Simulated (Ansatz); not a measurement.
# How far each method lies from RCCSDT(Q) for H3Ge–GeH3, singlet

Geometry: a PBE0/def2-TZVP stationary point for this spin, not checked as a minimum.

```yaml
atoms:
  - { symbol: Ge, position_ang: [-1.2108, -0.0044, 0.0000] }
  - { symbol: Ge, position_ang: [1.2108, 0.0044, 0.0000] }
  - { symbol: H, position_ang: [-1.7510, 1.4350, 0.0083] }
  - { symbol: H, position_ang: [-1.7432, -0.7342, 1.2440] }
  - { symbol: H, position_ang: [-1.7432, -0.7197, -1.2524] }
  - { symbol: H, position_ang: [1.7510, -1.4350, -0.0083] }
  - { symbol: H, position_ang: [1.7432, 0.7197, 1.2524] }
  - { symbol: H, position_ang: [1.7432, 0.7342, -1.2440] }
```

Basis cc-pVDZ; Ansatz 0.2.0. Only valence electrons are correlated (noble-gas cores and the filled d shells of p-block atoms frozen), which leaves 14 electrons in 56 orbitals. R marks a restricted (for open shells ROHF) determinant. No spin–orbit coupling is included, and no scalar relativity.

Full CI isn't at hand for all of this; RCCSDT(Q) serves as the reference, and is uncertain by about the last step of the cluster series.

* UHF ⟨S²⟩: 0.000
* T1 diagnostic (RCCSD): 0.0107
* largest doubles amplitude (RCCSD): 0.041

**Question.** From what is known of these methods and the diagnostics, rank them by the size of their error in total energy against RCCSDT(Q) in cc-pVDZ, smallest first (an estimate: the text doesn't fix the numbers).
A. BCCD(T)
B. RHF
C. RCCSD
D. RMP2
E. CISD

**Answer.** A (1.26 mEh), C (6.91 mEh), E (31.32 mEh), D (56.13 mEh), B (261.48 mEh).

All errors are against RCCSDT(Q) in cc-pVDZ. Within each family the higher level lies nearer, as is usual though not guaranteed.

Atomization energy (electronic, same basis, no zero-point term; atoms at the same level, unrestricted beside the R rows where the molecule is a closed shell, but restricted open-shell past Ca, as are all atoms' steps beyond CCSDT(Q)) at RCCSDT(Q): 1886.9 kJ/mol. Errors of other levels:

| level | error (kJ/mol) |
| --- | --- |
| RHF | -369.4 |
| RMP2 | -56.7 |
| CISD | -74.8 |
| RCCSD | -12.4 |
| RCCSD(T) | -1.8 |
| BCCD(T) | -1.7 |
| RCCSDT | -0.4 |

This basis is far from its limit, so the value isn't to be set against a measured one. Truncated CI isn't size-consistent, which counts against it in atomization.
